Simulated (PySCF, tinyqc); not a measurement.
Inside a calculation. Method: RHF in the sto-3g basis, for LiH, spin multiplicity 1. The lowest restricted solution is unstable here: a spin-polarised one lies 0.0147 hartree lower (PySCF). One step of it, computed by the program tinyqc.

Problem. Iteration 3: DIIS coefficients. Solve [B -1; -1 0][c; lambda] = [0; -1] for the coefficients, which sum to one.

B (overlaps of the stored error matrices):
```
[[2.3956413e-02, 1.2295339e-02, 7.2563456e-03],
 [1.2295339e-02, 2.8300020e-02, 1.4268447e-02],
 [7.2563456e-03, 1.4268447e-02, 7.4310275e-03]]
```

Give: DIIS coefficients.

Solution.

DIIS coefficients: [-0.0934, -0.9738, 2.0672]
